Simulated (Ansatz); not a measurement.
**How far each method lies from RCCSDT(Q) for HCl, singlet**

Geometry: MP2(full)/6-31G*, from the G2/97 set.

```xyz
2

Cl    0.0000    0.0000    0.0000
H     0.0000    0.0000    1.2800
```

Basis cc-pV(Q+d)Z; Ansatz 0.2.0. Correlated methods freeze the noble-gas cores, which leaves 8 electrons in 89 orbitals. Prefix R: restricted or restricted open-shell reference. Active spaces: valence = (8e, 5o) chosen from the atoms' valence shells.

Full CI isn't at hand for all of this; RCCSDT(Q) serves as the reference, and is uncertain by about the last step of the cluster series.

* UHF ⟨S²⟩: 0.000
* T1 diagnostic (RCCSD): 0.0063
* largest doubles amplitude (RCCSD): 0.036

| level | E − E(RCCSDT(Q)) (mEh) | share of correlation (%) | wall time |
| --- | --- | --- | --- |
| RHF | 253.04 | 0.00 | – |
| RMP2 | 29.85 | 88.20 | – |
| CISD | 22.49 | 91.11 | 3.7 s |
| RCCSD | 10.64 | 95.80 | – |
| RCCSD(T) | 0.95 | 99.62 | 1.3 s |
| BCCD(T) | 0.94 | 99.63 | 1.7 s |
| RCCSDT | 0.41 | 99.84 | – |
| CASSCF (valence space) | 235.57 | 6.90 | – |
| NEVPT2 (valence space) | 51.40 | 79.69 | 2.2 s |
| MRCISD (valence space) | 19.65 | 92.24 | – |
| MRCISD+Q (valence space) | 3.41 | 98.65 | 1.8 s (H100) |

The correlation energy at RCCSDT(Q), counted from RHF, is -6.886 eV. That run took 2.1 s on 2 threads of AMD EPYC 7R13 with a shared H100 80 GB, shared host.

Times hold each run's SCF and search for its determinant on a shared host, so for small cases they say little of a method's own cost; rows without a card ran on 1 thread of AMD EPYC 7R13.

Natural occupations of CASSCF (valence space) about the gap: 1.999 1.999 1.999 1.977 0.025; effectively unpaired electrons, Σ n²(2−n)², 0.00.

Atomization energy (electronic, same basis, no zero-point term; atoms at the same level, unrestricted beside the R rows where the molecule is a closed shell, with restricted open-shell steps beyond CCSDT(Q)) at RCCSDT(Q): 444.7 kJ/mol. Errors of other levels:

```
                   level  error (kJ/mol)
                     RHF          -122.7
                    RMP2             2.5
                    CISD           -16.8
                   RCCSD            -6.2
                RCCSD(T)             0.1
                 BCCD(T)             0.2
                  RCCSDT            -0.4
  CASSCF (valence space)           -61.3
  NEVPT2 (valence space)            -1.8
  MRCISD (valence space)            -7.2
MRCISD+Q (valence space)            -1.8
```

This basis is far from its limit, so the value isn't to be set against a measured one. Truncated CI isn't size-consistent, which counts against it in atomization.
